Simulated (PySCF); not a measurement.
```xyz
9

C     -0.9838     0.5070    -0.0643
C      0.1114    -0.3911     0.4776
N      1.2590    -0.4058    -0.2607
O     -0.0127    -1.0496     1.4910
H     -1.8489     0.4372     0.5884
H     -0.6457     1.5445    -0.1064
H     -1.2672     0.2049    -1.0747
H      2.0228    -0.9826     0.0483
H      1.3650     0.1355    -1.0992
```

Charge 0, multiplicity 1.

Question: Give the Mulliken and meta-Löwdin atomic charges from TPSSh-D3(BJ)/def2-TZVP // B3LYP-D3(BJ)/def2-TZVP (PySCF).

Answer: 
```tsv
atom	Mulliken (e)	meta-Löwdin (e)
C1	-0.36	-0.38
C2	0.26	0.42
N3	-0.44	-0.44
O4	-0.34	-0.49
H5	0.14	0.14
H6	0.13	0.12
H7	0.13	0.12
H8	0.25	0.25
H9	0.25	0.24
```
